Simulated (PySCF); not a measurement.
Deuteron quadrupole couplings in `C=C[P-]P`

Species: C2H5P2 (charge -1).
Z-matrix (Å and degrees, PBE0-D3(BJ)/def2-SVP geometry), rows numbered from 1:
```
C 
C   1  1.3586
P   2  1.7994  1  127.92
P   3  2.1807  2   95.99  1   179.82
H   1  1.0960  2  121.39  3   179.92
H   1  1.0971  2  121.90  3    -0.09
H   2  1.1025  1  116.21  3  -179.95
H   4  1.4454  3  103.86  2  -133.31
H   4  1.4457  3  103.89  2   133.17
```

Level: PBE0/pcSseg-1 (PySCF, non-relativistic); Q(2H) = 0.00286 b; rigid geometry, the same for H and D, with no vibrational averaging.

Task: Rank these positions by the coupling χzz of a deuteron there, largest first.
A. H7 (vinylic hydrogen)
B. H8 (P–H hydrogen)
C. H6 (vinylic hydrogen)

Result: C (211 kHz), A (198 kHz), B (110 kHz).

Task: Tabulate Vzz, the asymmetry η and χzz = 234.96 MHz × Q × Vzz for every hydrogen position.

Result: 
| atom | bonded to | bond length (Å) | Vzz (au) | η | χzz (kHz) |
| --- | --- | --- | --- | --- | --- |
| H5 | C1 | 1.096 | 0.3181 | 0.11 | 214 |
| H6 | C1 | 1.097 | 0.3137 | 0.11 | 211 |
| H7 | C2 | 1.103 | 0.2946 | 0.04 | 198 |
| H8 | P4 | 1.445 | 0.1637 | 0.09 | 110 |
| H9 | P4 | 1.446 | 0.1635 | 0.09 | 110 |

Task: Average by the element that carries the hydrogen.

Result: on C: 208 kHz over 3 positions, mean bond length 1.099 Å; on P: 110 kHz over 2 positions, mean bond length 1.446 Å.

Geometry: PBE0-D3(BJ)/def2-SVP, one conformer, isolated ion. The pcSseg-1 basis has no diffuse functions, a weakness for an anion. The HOMO energy is positive at this level (+0.20 eV), so the outermost electrons may be held by the finite basis alone. These gradients aren't converged with respect to the basis.

The run behind these numbers computed NMR shieldings as well. The run took 11 s wall on one thread of an Arm Neoverse N1, shared host.
